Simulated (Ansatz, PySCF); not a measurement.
How the bulk modulus B0 of zinc-blende AlP moves with the method

No measured value is used here.

```
level (code)     value (GPa)  cell (Å³/atom)
---------------  -----------  --------------
LDA (Ansatz)            90.0           20.05
PBE (Ansatz)            82.6           20.88
PBE-D4 (Ansatz)            …           20.26
HSE06 (Ansatz)          90.8           20.52
MP2 (PySCF)                …           20.14
CCSD (PySCF)        93.3 ± 3           20.37
```

Task: Complete the blanks.

Result: 
- PBE-D4 (Ansatz, a program for electronic structure), value (GPa): 89.1
- MP2 (PySCF), value (GPa): 97.0 ± 3

A ± on a computed value is a rough bar: the spread of its extrapolation, a floor set from checks against published values, or a statistical error. Each level is taken at its own relaxed cell. Cutoffs and k meshes differ between the levels. Ansatz's density-functional and Hartree–Fock values are scalar-relativistic unless marked +SOC, with PAW data made under PBE.
